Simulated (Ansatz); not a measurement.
# AlBN (sextet): wave-function methods side by side, cc-pVTZ

How much of the correlation energy of AlBN (sextet) does each wave-function method recover here?

Program: Ansatz 0.2.0, Gaussian basis. Level of theory: cc-pVTZ, correlated electrons: outside noble gas. These are calculated values, not measurements.

Plan: UHF; CCSD(T) on ROHF; CCSD(T) on UHF; BCCD(T) on ROHF; CCSDT(Q) on ROHF; CCSDT(Q) on UHF; CASSCF and MRCISD+Q, 11 electrons in 12 orbitals; CASSCF and NEVPT2, 11 electrons in 12 orbitals.

## 1. What is computed

The geometry is a PBE0/def2-TZVP stationary point (not a proven minimum) of the parent state, kept for this charge and spin.

3 atoms, charge 0, spin multiplicity 6.

Atoms are counted from 1 here; the program's logs count them from 0.

Bond lengths: Al1–B2 2.045 Å, B2–N3 1.326 Å. Angles: Al1–B2–N3 180.0°.

In the tables R marks a restricted open-shell determinant and U an unrestricted one; 'valence' is the active space of 11 electrons in 12 orbitals; correlation energies count from the lowest restricted Hartree-Fock solution.

## 2. UHF

File in.yaml:

```yaml
crystal:
  periodic: [false, false, false]
  atoms:
    - {symbol: Al, position_ang: [0.000000, 0.000000, 1.805400]}
    - {symbol: B, position_ang: [0.000000, 0.000000, -0.239500]}
    - {symbol: N, position_ang: [0.000000, 0.000000, -1.565900]}
basis:
  gaussian: {orbitals: cc-pVTZ}
magnetization: {spin_polarized: true, initial_magnetization: 5}
hamiltonian: {xc: hf}
output: {orbitals: {seedname: orbitals}}
```

Run with:

```sh
$ ansatz run in.yaml --threads 1 --pin off --events-out ev --progress --plain --max-ram 2816MiB --backend cpu
```

Further steps of the session: CCSD(T) on ROHF; CCSD(T) on UHF; BCCD(T) on ROHF; CCSDT(Q) on ROHF; CCSDT(Q) on UHF; CASSCF and MRCISD+Q, 11 electrons in 12 orbitals; CASSCF and NEVPT2, 11 electrons in 12 orbitals.

**Question.** What will the summary of the whole plan be? Wanted: correlation energy, UCCSDT(Q); RMP2 from UCCSDT(Q); UMP2 from UCCSDT(Q); RCCSD from UCCSDT(Q); RCCSD(T) from UCCSDT(Q); UCCSD(T) from UCCSDT(Q); RCCSDT(Q) from UCCSDT(Q); NEVPT2 valence from UCCSDT(Q); MRCISD+Q valence from UCCSDT(Q).

As calculated:

| quantity | value |
| --- | --- |
| correlation energy, UCCSDT(Q) | -7.6055 eV |
| RMP2 from UCCSDT(Q) | +125.2 kJ/mol |
| UMP2 from UCCSDT(Q) | +127.1 kJ/mol |
| RCCSD from UCCSDT(Q) | +38.4 kJ/mol |
| RCCSD(T) from UCCSDT(Q) | +7.5 kJ/mol |
| UCCSD(T) from UCCSDT(Q) | +7.2 kJ/mol |
| RCCSDT(Q) from UCCSDT(Q) | +0.4 kJ/mol |
| NEVPT2 valence from UCCSDT(Q) | +109.8 kJ/mol |
| MRCISD+Q valence from UCCSDT(Q) | +8.1 kJ/mol |
| levels within 1 kcal/mol (43 meV) | RCCSDT, UCCSDT, RCCSDT(Q) |
| T1 diagnostic | 0.034 |
| effectively unpaired electrons | 5.02 |

In words: RCCSD(T) misses by +7.5 kJ/mol, 1.0 % of the correlation energy. One determinant dominates. Of the multireference levels listed MRCISD+Q valence comes nearest (+8.1 kJ/mol). These misses are within one basis and frozen core, not against nature; frozen cores of the runs differ by up to some meV.
